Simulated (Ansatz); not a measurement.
Ansatz (an electronic-structure program) input (B3LYP-D3(BJ)/def2-TZVP):

Ansatz 0.2 input:
```yaml
crystal:
  periodic: [false, false, false]
  atoms:
    - {symbol: C, position_ang: [0.00010828, -0.00148279, -0.32151983]}
    - {symbol: C, position_ang: [-0.00039060, 0.00534905, 1.15985624]}
    - {symbol: F, position_ang: [-0.00863346, 1.24906228, -0.79005262]}
    - {symbol: F, position_ang: [1.08957641, -0.62224940, -0.78105262]}
    - {symbol: F, position_ang: [-1.08015060, -0.63766366, -0.78171222]}
    - {symbol: N, position_ang: [-0.00077674, 0.01063706, 2.30647695]}
basis:
  gaussian:
    orbitals: def2-TZVP
hamiltonian:
  xc: b3lyp
  dispersion: d3bj
phonons: {temperatures: {t_min: 298.15, t_max: 298.15, t_step: 100}}
```

Output:

```
Functional definition: B3LYP
integrals: 0.08 GiB planned
983 factors; their error is unknown
mean field: 0.82 GiB planned
mean field evaluation 1: about -11712.7420 eV, gradient 5.9e1 eV
mean field evaluation 2: about -11698.2630 eV, gradient 1.0e2 eV
mean field evaluation 4: about -11718.3304 eV, gradient 6.2e0 eV
mean field evaluation 8: about -11718.3881 eV, gradient 1.3e-1 eV
mean field evaluation 16: about -11718.4159 eV, gradient 4.3e-4 eV
mean field -11718.41589754 eV, -430.6438412070 hartree, gradient 5.0e-5 eV, S^2 0.000000; 0 other end points of the search recorded, 0 dependent functions left out
the calculation of the forces begins
reference -11718.41607959 eV, -430.6438478972 hartree; 23, 23 occupied and 163, 163 virtual orbitals, 983 factors
these checks for a lower state are left out or cut short: stability, starts, cluster_reference, orbital_swaps, neighbouring_geometries, increment
integrals: 0.08 GiB planned
983 factors; their error is unknown
mean field: 0.82 GiB planned
mean field -11718.41574768 eV, -430.6438356998 hartree, gradient 1.3e-6 eV, S^2 0.000000; 0 other end points of the search recorded, 0 dependent functions left out
the calculation of the forces begins
reference -11718.41592973 eV, -430.6438423901 hartree; 23, 23 occupied and 163, 163 virtual orbitals, 983 factors
these checks for a lower state are left out or cut short: stability, starts, cluster_reference, orbital_swaps, neighbouring_geometries, increment
integrals: 0.08 GiB planned
983 factors; their error is unknown
mean field: 0.82 GiB planned
mean field evaluation 32: about -11718.4157 eV, gradient 6.3e-3 eV
mean field -11718.41574678 eV, -430.6438356667 hartree, gradient 1.3e-6 eV, S^2 0.000000; 0 other end points of the search recorded, 0 dependent functions left out
the calculation of the forces begins
reference -11718.41592883 eV, -430.6438423568 hartree; 23, 23 occupied and 163, 163 virtual orbitals, 983 factors
these checks for a lower state are left out or cut short: stability, starts, cluster_reference, orbital_swaps, neighbouring_geometries, increment
integrals: 0.08 GiB planned
983 factors; their error is unknown
mean field: 0.82 GiB planned
mean field -11718.41574135 eV, -430.6438354673 hartree, gradient 1.3e-6 eV, S^2 0.000000; 0 other end points of the search recorded, 0 dependent functions left out
the calculation of the forces begins
reference -11718.41592341 eV, -430.6438421576 hartree; 23, 23 occupied and 163, 163 virtual orbitals, 983 factors
these checks for a lower state are left out or cut short: stability, starts, cluster_reference, orbital_swaps, neighbouring_geometries, increment
integrals: 0.08 GiB planned
983 factors; their error is unknown
mean field: 0.82 GiB planned
mean field -11718.41572728 eV, -430.6438349501 hartree, gradient 1.3e-6 eV, S^2 0.000000; 0 other end points of the search recorded, 0 dependent functions left out
the calculation of the forces begins
reference -11718.41590933 eV, -430.6438416401 hartree; 23, 23 occupied and 163, 163 virtual orbitals, 983 factors
these checks for a lower state are left out or cut short: stability, starts, cluster_reference, orbital_swaps, neighbouring_geometries, increment
integrals: 0.08 GiB planned
983 factors; their error is unknown
mean field: 0.82 GiB planned
mean field -11718.41586636 eV, -430.6438400613 hartree, gradient 1.3e-6 eV, S^2 0.000000; 0 other end points of the search recorded, 0 dependent functions left out
the calculation of the forces begins
reference -11718.41604839 eV, -430.6438467506 hartree; 23, 23 occupied and 163, 163 virtual orbitals, 983 factors
these checks for a lower state are left out or cut short: stability, starts, cluster_reference, orbital_swaps, neighbouring_geometries, increment
integrals: 0.08 GiB planned
[...]
mean field -11718.41564785 eV, -430.6438320311 hartree, gradient 1.3e-6 eV, S^2 0.000000; 0 other end points of the search recorded, 0 dependent functions left out
the calculation of the forces begins
reference -11718.41582986 eV, -430.6438387198 hartree; 23, 23 occupied and 163, 163 virtual orbitals, 983 factors
these checks for a lower state are left out or cut short: stability, starts, cluster_reference, orbital_swaps, neighbouring_geometries, increment
integrals: 0.08 GiB planned
983 factors; their error is unknown
mean field: 0.82 GiB planned
mean field -11718.41576979 eV, -430.6438365125 hartree, gradient 1.3e-6 eV, S^2 0.000000; 0 other end points of the search recorded, 0 dependent functions left out
the calculation of the forces begins
reference -11718.41595183 eV, -430.6438432023 hartree; 23, 23 occupied and 163, 163 virtual orbitals, 983 factors
these checks for a lower state are left out or cut short: stability, starts, cluster_reference, orbital_swaps, neighbouring_geometries, increment
integrals: 0.08 GiB planned
983 factors; their error is unknown
mean field: 0.82 GiB planned
mean field -11718.41580619 eV, -430.6438378501 hartree, gradient 1.3e-6 eV, S^2 0.000000; 0 other end points of the search recorded, 0 dependent functions left out
the calculation of the forces begins
reference -11718.41598825 eV, -430.6438445406 hartree; 23, 23 occupied and 163, 163 virtual orbitals, 983 factors
these checks for a lower state are left out or cut short: stability, starts, cluster_reference, orbital_swaps, neighbouring_geometries, increment
integrals: 0.08 GiB planned
983 factors; their error is unknown
mean field: 0.82 GiB planned
mean field evaluation 96: about -11718.3894 eV, gradient 4.5e-1 eV
mean field -11718.41588286 eV, -430.6438406677 hartree, gradient 1.3e-6 eV, S^2 0.000000; 0 other end points of the search recorded, 0 dependent functions left out
the calculation of the forces begins
reference -11718.41606492 eV, -430.6438473582 hartree; 23, 23 occupied and 163, 163 virtual orbitals, 983 factors
these checks for a lower state are left out or cut short: stability, starts, cluster_reference, orbital_swaps, neighbouring_geometries, increment
integrals: 0.08 GiB planned
983 factors; their error is unknown
mean field: 0.82 GiB planned
mean field -11718.41585450 eV, -430.6438396252 hartree, gradient 1.3e-6 eV, S^2 0.000000; 0 other end points of the search recorded, 0 dependent functions left out
the calculation of the forces begins
reference -11718.41603654 eV, -430.6438463151 hartree; 23, 23 occupied and 163, 163 virtual orbitals, 983 factors
these checks for a lower state are left out or cut short: stability, starts, cluster_reference, orbital_swaps, neighbouring_geometries, increment
integrals: 0.08 GiB planned
983 factors; their error is unknown
mean field: 0.82 GiB planned
mean field -11718.41582445 eV, -430.6438385211 hartree, gradient 1.3e-6 eV, S^2 0.000000; 0 other end points of the search recorded, 0 dependent functions left out
the calculation of the forces begins
reference -11718.41600654 eV, -430.6438452125 hartree; 23, 23 occupied and 163, 163 virtual orbitals, 983 factors
these checks for a lower state are left out or cut short: stability, starts, cluster_reference, orbital_swaps, neighbouring_geometries, increment
integrals: 0.08 GiB planned
983 factors; their error is unknown
mean field: 0.82 GiB planned
mean field -11718.41579297 eV, -430.6438373643 hartree, gradient 1.3e-6 eV, S^2 0.000000; 0 other end points of the search recorded, 0 dependent functions left out
the calculation of the forces begins
reference -11718.41597499 eV, -430.6438440532 hartree; 23, 23 occupied and 163, 163 virtual orbitals, 983 factors
these checks for a lower state are left out or cut short: stability, starts, cluster_reference, orbital_swaps, neighbouring_geometries, increment
integrals: 0.08 GiB planned
983 factors; their error is unknown
mean field: 0.82 GiB planned
mean field evaluation 128: about -11718.4158 eV, gradient 6.3e-3 eV
mean field -11718.41584387 eV, -430.6438392345 hartree, gradient 1.3e-6 eV, S^2 0.000000; 0 other end points of the search recorded, 0 dependent functions left out
the calculation of the forces begins
reference -11718.41602591 eV, -430.6438459244 hartree; 23, 23 occupied and 163, 163 virtual orbitals, 983 factors
these checks for a lower state are left out or cut short: stability, starts, cluster_reference, orbital_swaps, neighbouring_geometries, increment
integrals: 0.08 GiB planned
983 factors; their error is unknown
mean field: 0.82 GiB planned
mean field -11718.41586169 eV, -430.6438398896 hartree, gradient 1.3e-6 eV, S^2 0.000000; 0 other end points of the search recorded, 0 dependent functions left out
the calculation of the forces begins
reference -11718.41604375 eV, -430.6438465801 hartree; 23, 23 occupied and 163, 163 virtual orbitals, 983 factors
these checks for a lower state are left out or cut short: stability, starts, cluster_reference, orbital_swaps, neighbouring_geometries, increment
integrals: 0.08 GiB planned
983 factors; their error is unknown
mean field: 0.82 GiB planned
mean field -11718.41584394 eV, -430.6438392373 hartree, gradient 1.3e-6 eV, S^2 0.000000; 0 other end points of the search recorded, 0 dependent functions left out
the calculation of the forces begins
reference -11718.41602597 eV, -430.6438459269 hartree; 23, 23 occupied and 163, 163 virtual orbitals, 983 factors
these checks for a lower state are left out or cut short: stability, starts, cluster_reference, orbital_swaps, neighbouring_geometries, increment
integrals: 0.08 GiB planned
983 factors; their error is unknown
mean field: 0.82 GiB planned
mean field -11718.41588380 eV, -430.6438407022 hartree, gradient 1.3e-6 eV, S^2 0.000000; 0 other end points of the search recorded, 0 dependent functions left out
the calculation of the forces begins
reference -11718.41606587 eV, -430.6438473929 hartree; 23, 23 occupied and 163, 163 virtual orbitals, 983 factors
these checks for a lower state are left out or cut short: stability, starts, cluster_reference, orbital_swaps, neighbouring_geometries, increment
integrals: 0.08 GiB planned
983 factors; their error is unknown
mean field: 0.82 GiB planned
mean field -11718.41589318 eV, -430.6438410468 hartree, gradient 1.3e-6 eV, S^2 0.000000; 0 other end points of the search recorded, 0 dependent functions left out
the calculation of the forces begins
reference -11718.41607524 eV, -430.6438477374 hartree; 23, 23 occupied and 163, 163 virtual orbitals, 983 factors
these checks for a lower state are left out or cut short: stability, starts, cluster_reference, orbital_swaps, neighbouring_geometries, increment
integrals: 0.08 GiB planned
983 factors; their error is unknown
mean field: 0.82 GiB planned
mean field evaluation 160: about -11718.3894 eV, gradient 4.6e-1 eV
mean field -11718.41589362 eV, -430.6438410631 hartree, gradient 1.3e-6 eV, S^2 0.000000; 0 other end points of the search recorded, 0 dependent functions left out
the calculation of the forces begins
reference -11718.41607566 eV, -430.6438477528 hartree; 23, 23 occupied and 163, 163 virtual orbitals, 983 factors
these checks for a lower state are left out or cut short: stability, starts, cluster_reference, orbital_swaps, neighbouring_geometries, increment
integrals: 0.08 GiB planned
983 factors; their error is unknown
mean field: 0.82 GiB planned
mean field -11718.41566120 eV, -430.6438325215 hartree, gradient 1.3e-6 eV, S^2 0.000000; 0 other end points of the search recorded, 0 dependent functions left out
the calculation of the forces begins
reference -11718.41584317 eV, -430.6438392091 hartree; 23, 23 occupied and 163, 163 virtual orbitals, 983 factors
these checks for a lower state are left out or cut short: stability, starts, cluster_reference, orbital_swaps, neighbouring_geometries, increment
integrals: 0.08 GiB planned
983 factors; their error is unknown
mean field: 0.82 GiB planned
mean field -11718.41574085 eV, -430.6438354487 hartree, gradient 1.3e-6 eV, S^2 0.000000; 0 other end points of the search recorded, 0 dependent functions left out
the calculation of the forces begins
reference -11718.41592297 eV, -430.6438421414 hartree; 23, 23 occupied and 163, 163 virtual orbitals, 983 factors
Total energy: -11718.57296797 eV, -430.6496134389 hartree
Atom 0 at     0.000108    -0.001483    -0.321520 Å, force    -0.000000    -0.000001     0.001257 eV/Å
Atom 1 at    -0.000391     0.005349     1.159856 Å, force    -0.000000     0.000016     0.001097 eV/Å
Atom 2 at    -0.008633     1.249062    -0.790053 Å, force    -0.000011     0.001629    -0.000700 eV/Å
Atom 3 at     1.089576    -0.622249    -0.781053 Å, force     0.001396    -0.000805    -0.000673 eV/Å
Atom 4 at    -1.080151    -0.637664    -0.781712 Å, force    -0.001384    -0.000825    -0.000674 eV/Å
Atom 5 at    -0.000777     0.010637     2.306477 Å, force     0.000000    -0.000013    -0.000307 eV/Å
Dipole moment:     0.000093    -0.001277    -0.276767 e Å
Vibrations: 195.84 195.92 463.87 463.88 519.77 628.16 628.17 807.80 1182.67 1182.69 1223.14 2386.56 cm⁻¹, zero-point energy 0.612387 eV
```
